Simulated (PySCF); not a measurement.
**The bond of SiF−, level by level**

An exercise on one series of results from a longer session: the logs are not shown, and one member is left open.

Program: PySCF 2.14.0. Level of theory: Si aug-cc-pVDZ-DK, F aug-cc-pVDZ-DK, spin-free X2C with a Gaussian nucleus. These are calculated values, not measurements.

1 further run of the same task is left out (set aside as unsound or not needed).

Set-up of the first run:

A driver script around PySCF takes these settings:

```yaml
atoms: Si, F
charge: -1
basis: Si aug-cc-pVDZ-DK, F aug-cc-pVDZ-DK
Hamiltonian: spin-free X2C with a Gaussian nucleus
basis_functions: 50
electrons_treated: 24
masses_in_u: 27.9769, 18.9984
levels: PBE0, PBE, r²SCAN, PW91, M06-L, MN15, HSE06, HF, MP2, SCS-MP2, CCSD, CCSD(T)
grid: 80 radial by 434 angular points
occupations: held fixed by the projection of orbital angular momentum
dissociation_limit: Si + F−, each in its ground configuration
starting_distance_in_angstrom: 1.830
values_of_2S_to_try: 0, 2
```

Run with:

```
$ OMP_NUM_THREADS=1 python dia.py task.json out
```

Among the steps run: Input; The PBE0 curve of the state that the search chose; Excited determinants; PBE; r²SCAN; PW91 (GGA); M06-L; MN15; HSE06 (range-separated hybrid); UHF (mean field); Correlated methods on the Hartree–Fock reference.

One table of the session follows, with a row left open; its other results are not shown here.

Differences from CCSD(T) in the same basis:

```
      level  Re (mÅ)  ωe (%)
        UHF      -40    +8.0
    UHF-MP2       +2    -0.4
UHF-SCS-MP2       +3    -1.0
   UHF-CCSD       -6    +1.4
        PBE        ?       ?
       PW91       +4    -1.6
     r²SCAN      -19    +3.3
      M06-L       -7    -0.3
       PBE0      -17    +3.4
      HSE06      -16    +3.0
       MN15      -30    +7.3
```

**Question.** Estimate the row for PBE.

The run gave: Re (mÅ): +5; ωe (%): -1.7. In the column «Re (mÅ)» it is the highest.
